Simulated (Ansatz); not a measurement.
System: pyrite PtSb2. Method: HSE06 (Ansatz, a program for electronic structure, PAW).

Run with plane-wave cutoff 500 eV, 4×4×4 k mesh, gaussian smearing 0.02 eV, scalar-relativistic PAW data made under PBE.

Cell (relaxed with r²SCAN):

```xyz
12
Lattice="6.5048 0.0000 0.0000 0.0000 6.5048 0.0000 0.0000 0.0000 6.5048" Properties=species:S:1:pos:R:3 pbc="T T T"
Sb     4.0622     5.6949     0.8098
Sb     0.8098     4.0622     5.6949
Sb     4.0622     4.0622     4.0622
Sb     2.4425     2.4425     2.4425
Sb     5.6949     0.8098     4.0622
Sb     5.6949     2.4425     0.8098
Sb     0.8098     5.6949     2.4425
Sb     2.4425     0.8098     5.6949
Pt     0.0000     3.2524     3.2524
Pt     3.2524     0.0000     3.2524
Pt     0.0000     0.0000     0.0000
Pt     3.2524     3.2524     0.0000
```

**Question.** What does this level give for the band gap?

**Answer.** 
- band gap: 0.08 eV (on the SCF k mesh)

Measured, for comparison: band gap 0.11 eV (low temperature, zero-point motion not removed; as tabulated in Saeed et al. (2013), arXiv:1402.4256).

Note: cell and atoms aren't relaxed at this level (largest force component 0.03 eV/Å, pressure -2.2 GPa).

Spin–orbit coupling is not included; with these elements it can move the gap by several tenths of an eV or more.

Computed values are for the static lattice.

The result took very roughly 18 core-minutes.
